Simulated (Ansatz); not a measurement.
Input for Ansatz (development build ahead of 0.2.0):

```yaml
crystal:
  periodic: [false, false, false]
  atoms:
    - { symbol: "N", position_ang: [0.025, -0.01265, -0.50746] }
    - { symbol: "N", position_ang: [-0.00095, -0.04904, 0.53918] }
basis:
  gaussian: { orbitals: def2-TZVP }
hamiltonian:
  xc: hf
correlation:
  method: mp2
  frozen_orbitals: { "N": 1 }
output:
  forces: true
```

The input is written out in the form of the current development build from the run's settings.

Output:

```
Converged                       : yes
Reference energy                : -108.99016 hartree
Correlation energy              : -0.35918 hartree
Total energy                    : -109.34934 hartree
Spin squared of the determinant : 0.000
Stability test                  : minimum among restricted orbitals
```

Forces (eV/Å):
```json
{"atom": "N1", "Fx": "0.261", "Fy": "0.367", "Fz": "-10.542"}
{"atom": "N2", "Fx": "-0.261", "Fy": "-0.367", "Fz": "10.542"}
```
